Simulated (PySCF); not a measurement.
Compound: C₂H₅Al.
SMILES: `C=[CH][AlH2]`

The closed-shell SCF was solved with PySCF and density fitting under several settings on one GFN2-xTB geometry (grid level 2 and gas phase unless stated).

```tsv
settings	basis functions	SCF cycles	E (Eh)	HOMO (eV)	LUMO (eV)	dipole (D)
PBE0/pcSseg-1	83	12	-321.3620	-8.14	-1.61	0.89
wB97X-D/def2-SVPD	104	12	-321.4361	-10.00	0.14	0.89
BP86/cc-pVTZ, fitting basis def2-qzvpp-jkfit	164	10	-321.6533	-6.90	-2.47	0.98
KT2/def2-SVPD, IEF-PCM chloroform	104	14	-325.1074	-6.77	-2.21	1.09
revPBE/pcseg-1, grid level 1	71	9	-321.4967	-6.82	-2.35	0.90
OPBE/IGLO-III, grid level 4	164	14	-321.5512	-6.76	-2.14	0.88
LC-wPBE/pcSseg-0, IEF-PCM methanol, damping 0.2 at the start, DIIS from the seventh cycle, start guess sap	41	25	-321.0238	-10.89	0.83	1.06
wB97X-D/3-21G, IEF-PCM acetonitrile	41	13	-319.7965	-9.76	0.58	1.14
```

Question: Estimate the row for these settings: PW91/ANO-RCC-VDZP, fitting basis def2-qzvpp-jkfit.

Answer: 
```csv
settings,basis functions,SCF cycles,E (Eh),HOMO (eV),LUMO (eV),dipole (D)
"PW91/ANO-RCC-VDZP, fitting basis def2-qzvpp-jkfit",71,9,-321.4805,-6.87,-2.42,1.06
```

Question: Over all rows, what range does the HOMO–LUMO gap span?

Answer: From 4.43 eV (BP86/cc-pVTZ, fitting basis def2-qzvpp-jkfit) to 11.72 eV (LC-wPBE/pcSseg-0, IEF-PCM methanol, damping 0.2 at the start, DIIS from the seventh cycle, start guess sap). The functional of the narrowest has no exact exchange, that of the widest range-separated exact exchange.

Question: And the dipole moment?

Answer: From 0.88 D (OPBE/IGLO-III, grid level 4) to 1.14 D (wB97X-D/3-21G, IEF-PCM acetonitrile); the largest is 1.30 times the smallest, and the median is 0.98 D.

wB97X-D ran without the empirical dispersion term, which would shift the total energy alone. Cycle counts include a coarse-grid stage where the run had one. KT2 was designed for NMR shieldings or shifts; total energies of different functionals aren't comparable. ANO-RCC sets were contracted for a scalar-relativistic Hamiltonian, but ran non-relativistically here. Geometry: GFN2-xTB; no vibrations or thermal averaging.
